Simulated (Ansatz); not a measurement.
## CH2F2 (difluoromethane): name the method

CH2F2 has 5 atoms, charge 0, and is taken as a singlet. As SMILES, `FCF`. The shape is that of a PBE0-D4/def2-TZVP optimisation.

```xyz
5

F    -1.0733    0.1912    0.6983
C     0.0101   -0.0169   -0.0823
F     1.0905   -0.1792    0.7132
H    -0.1427   -0.9329   -0.6595
H     0.1653    0.8642   -0.7111
```

A calculation with Ansatz 0.2.0 gave:

```json
{
 "total energy": "-238.7291 Eh",
 "dipole moment": "1.87 D",
 "HOMO energy": "-11.14 eV",
 "LUMO energy": "3.15 eV",
 "HOMO–LUMO gap": "14.29 eV",
 "largest force": "0.785 eV/Å"
}
```

Q: Which of these levels gave the numbers?
A. HF/def2-SVP
B. B3LYP/6-31G* (spherical functions)
C. HF/STO-3G
D. CAM-B3LYP/def2-SVP

A: D. The others give -237.7107 Eh (HF/def2-SVP), -234.6246 Eh (HF/STO-3G), -238.9702 Eh (B3LYP/6-31G* (spherical functions)).
